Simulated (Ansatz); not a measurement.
# AlClH₂O: basis-set convergence

An exercise on one series of results from a longer session: the logs are not shown, and one member is left open.

Program: Ansatz 0.2.0, Gaussian basis. Level of theory: one geometry, several basis sets. These are calculated values, not measurements.

Levels to be run: PBE0-D4/def2-SVP; ωB97M-V/def2-SVP; PBE0-D4/def2-QZVPP; ωB97M-V/def2-QZVPP; the functionals' def2-TZVPP values are taken from earlier runs.

## The geometry

The geometry comes from an earlier relaxation with PBE0-D4 in a triple-zeta def2 set; it is a stationary point.

SMILES `[OH][AlH][Cl]`, 5 atoms, charge 0, spin multiplicity 1.

Atoms are counted from 1 here; the program's logs count them from 0.

Bond lengths: O1–Al2 1.684 Å, O1–H4 0.956 Å, Al2–Cl3 2.096 Å, Al2–H5 1.563 Å. Angles: Al2–O1–H4 124.3°, O1–Al2–Cl3 119.8°, O1–Al2–H5 119.3°, Cl3–Al2–H5 120.9°.

Set-up of the first run:

Input file in.yaml:

```yaml
crystal:
  periodic: [false, false, false]
  atoms:
    - {symbol: O, position_ang: [-1.110144, 0.370927, -0.514392]}
    - {symbol: Al, position_ang: [0.431046, 0.184870, 0.137485]}
    - {symbol: Cl, position_ang: [1.114934, -1.725440, 0.662775]}
    - {symbol: H, position_ang: [-1.719527, -0.349051, -0.669462]}
    - {symbol: H, position_ang: [1.333491, 1.444994, 0.342194]}
basis:
  gaussian: {orbitals: def2-SVP}
hamiltonian: {xc: pbe0, dispersion: d4}
output: {orbitals: {seedname: orbitals}}
```

Steps of the session up to this table: PBE0-D4 in def2-SVP; ωB97M-V in def2-SVP; PBE0-D4 in def2-QZVPP; ωB97M-V in def2-QZVPP.

One table of the session follows, with a row left open; its other results are not shown here.

It belongs to the step «Functionals by basis». 

| functional | basis | HOMO (eV) |
| --- | --- | --- |
| PBE0-D4 | def2-SVP | -8.94 |
| PBE0-D4 | def2-TZVPP | -9.11 |
| PBE0-D4 | def2-QZVPP | -9.15 |
| ωB97M-V | def2-SVP | -11.15 |
| ωB97M-V | def2-TZVPP | ? |
| ωB97M-V | def2-QZVPP | -11.43 |

Q: Estimate the row for ωB97M-V, def2-TZVPP from the others.

The run gave: HOMO (eV): -11.38. In the column «HOMO (eV)» it lies between ωB97M-V, def2-QZVPP (-11.43) and ωB97M-V, def2-SVP (-11.15).
